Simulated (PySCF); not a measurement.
A single Li atom.

Basis set: cc-pCVTZ (spherical functions). All electrons are correlated. Charge 1, multiplicity 1.

Starred EOM-CCSD(T)(a) on the restricted Hartree–Fock determinant with PySCF 2.14.0; the energies are vertical.

Task: The solver was asked for the few lowest roots only. Give the electron affinities of singlet Li(+) among them whose weight of singles is over 0.7 (positive where the electron binds).

Result:

```csv
root,energy (eV),weight of singles
1,5.38,1.00
2,3.53,1.00
3,3.53,1.00
4,3.53,1.00
```

Higher main lines weren't sought.
